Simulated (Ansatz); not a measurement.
We consider bcc Na, described by r²SCAN+rVV10 in Ansatz (PAW).

Settings: plane-wave cutoff 560 eV, 18×18×18 k mesh, Fermi–Dirac smearing 0.05 eV, scalar-relativistic PAW data made under PBE.

A third-order Birch–Murnaghan fit to the energies gives V0 = 37.254 Å³/atom, B0 = 7.78 GPa, B′ = 3.6.

```json
[
 {"V (Å³/atom)": "35.017", "P (GPa)": "0.540"},
 {"V (Å³/atom)": "35.762", "P (GPa)": "?"},
 {"V (Å³/atom)": "36.507", "P (GPa)": "?"},
 {"V (Å³/atom)": "37.252", "P (GPa)": "0.000"},
 {"V (Å³/atom)": "37.997", "P (GPa)": "?"},
 {"V (Å³/atom)": "38.742", "P (GPa)": "-0.284"},
 {"V (Å³/atom)": "39.487", "P (GPa)": "?"}
]
```

**Question.** Estimate the withheld pressures from this fit; the answers are the runs' own values.

**Answer.** 
- 35.762, P (GPa): 0.343
- 36.507, P (GPa): 0.164
- 37.997, P (GPa): -0.148
- 39.487, P (GPa): -0.408

The formula P = (3/2) B0 (x^(7/3) − x^(5/3)) [1 + (3/4)(B′ − 4)(x^(2/3) − 1)] with x = V0/V meets the computed pressures within 0.01 GPa when these rounded values are put in.

Measured, for comparison: bulk modulus 7.9 GPa (0 K value with the zero-point phonon effect removed, our sources range from 7.63 to 7.91; as tabulated in Mejia-Rodriguez and Trickey (2018), arXiv:1807.09216); equilibrium volume per atom 37.42 Å³/atom (static lattice: zero-point anharmonic expansion removed; as tabulated in Mejia-Rodriguez and Trickey (2018), arXiv:1807.09216). Computed (rounded) less measured: bulk modulus -2 % (inside the range of the sources held), equilibrium volume per atom -0.5 %.

Computed values are for the static lattice.

The result took very roughly 70 core-seconds.

Ansatz is a program for electronic structure.
